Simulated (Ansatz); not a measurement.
Bond stretch in NH, triplet.

Levels: ROCCSDT(Q) = CCSDT(Q)/B on ROHF/cc-pVDZ, frozen core (Ansatz, a quantum-chemistry and plane-wave program); UHF/cc-pVDZ (Ansatz); FCI = full CI/cc-pVDZ, frozen core in Ansatz.

Total energies in hartree (comparable only within one method and basis):

```csv
R / Å,ROCCSDT(Q),UHF,FCI
0.82,-55.02818,-54.91049,-55.02817
0.88,-55.06149,-54.94175,-55.06148
0.93,-55.07812,-54.95667,-55.07811
0.98,-55.08746,-54.96429,-55.08746
1.01,-55.09041,-54.96619,-55.09040
1.04,-55.09177,-54.96649,-55.09177
1.08,-55.09161,-54.96491,-55.09161
1.15,-55.08734,-54.95809,-55.08734
1.20,-55.08216,-54.95111,-55.08216
1.26,-55.07451,-54.94139,-55.07452
1.41,-55.05261,-54.91713,-55.05262
1.57,-55.03015,-54.90112,-55.03015
1.72,-55.01292,-54.89432,-55.01292
1.88,—,-54.89143,-54.99950
2.10,—,-54.89033,-54.98837
2.27,—,-54.89022,-54.98380
2.55,—,-54.89034,-54.98027
2.83,—,-54.89045,-54.97893
3.15,—,-54.89048,-54.97831
3.62,—,-54.89045,-54.97798
4.10,—,-54.89042,-54.97787
```

Dashes: no converged value, or the column stops at the first point that the program doubted or that broke a chosen test of continuity, which isn't proof of a fault.

The T1 diagnostic of CCSD on the restricted reference of ROCCSDT(Q) exceeds 0.045 at 1.57 to 2.27 Å. The unrestricted determinant behind UHF is spin-contaminated at 1.41 to 4.10 Å (<S²> up to 3.0, against 2.00 for a pure triplet).
